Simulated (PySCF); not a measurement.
# Frontier orbitals and the lowest excitations

Compound: i-PrOEt, C5H12O.
Z-matrix (Å and degrees, GFN2-xTB geometry), rows numbered from 1:
```
C 
C   1  1.5211
O   2  1.4087  1  108.38
C   3  1.4154  2  115.59  1  -168.37
C   4  1.5313  3  112.58  2   -71.83
C   4  1.5259  3  106.51  2   166.59
H   1  1.0867  2  110.05  3  -179.55
H   1  1.0863  2  109.69  3   -59.29
H   1  1.0863  2  109.92  3    59.99
H   2  1.1005  1  109.63  3   121.02
H   2  1.1025  1  110.25  3  -120.25
H   4  1.1056  3  108.86  2    48.78
H   5  1.0873  4  111.12  3    64.91
H   5  1.0865  4  109.68  3  -175.21
H   5  1.0873  4  109.72  3   -55.40
H   6  1.0864  4  110.35  3  -177.18
H   6  1.0864  4  109.83  3   -56.73
H   6  1.0866  4  109.55  3    62.34
```

The calculation used PySCF 2.14.0, density-fitted response routines, TDDFT CAM-B3LYP/def2-SVPD, vertical, gas phase, core orbitals frozen in the response.

Kohn–Sham orbitals with the atoms that hold most of them (Löwdin shares over 4%, at most four atoms; ? is withheld):

```
orbital  ε (eV)                           atoms
 HOMO-3  -11.23  C6 20%, C4 15%, C5 13%, C1 10%
 HOMO-2  -10.93   C4 15%, C2 14%, C1 13%, C6 9%
 HOMO-1  -10.18                               ?
   HOMO       ?    O3 56%, C2 10%, C4 8%, C5 8%
   LUMO    1.42                               ?
 LUMO+1    1.85  C1 20%, H7 11%, C6 10%, H16 7%
 LUMO+2    2.14   C6 13%, H13 11%, O3 9%, C5 9%
```

Task: Which atoms hold the HOMO-1, and with what shares?

Result: O3 (bonded to 2 C) 42%; C4 (bonded to 2 C, O and H) 14%; C2 (bonded to C, O and 2 H) 10%; C6 (bonded to C and 3 H) 8%. By element: oxygen 42%, carbon 32% or more.

Task: Give the leading atoms of the LUMO.

Result: C5 (bonded to C and 3 H) 14%; C2 (bonded to C, O and 2 H) 12%; C1 (bonded to C and 3 H) 9%; C6 (bonded to C and 3 H) 8%.

Task: What is the HOMO energy, and the HOMO–LUMO gap?

Result: ε(HOMO) = -8.75 eV; the gap is 10.17 eV (0.3738 hartree).

Task: How does S1 compare with the orbital gap of 10.17 eV?

Result: S1 is at 7.22 eV (f = 0.014), 2.96 eV below the gap, made of HOMO→LUMO (90%). 

Task: Give energy, strength and leading configuration of S1 and S5, and follow the Löwdin shares of the leading atoms from the occupied to the empty orbital.

Result: 
- S1 (7.22 eV, f 0.014), HOMO→LUMO (90%): O3 56% → at most 9%, C2 10% → 12%, C5 8% → 14%
- S5 (8.75 eV, f 0.010), HOMO-1→LUMO (88%): O3 42% → at most 9%, C4 14% → at most 9%, C5 at most 8% → 14%, C2 10% → 12%

One conformer stands for the species.
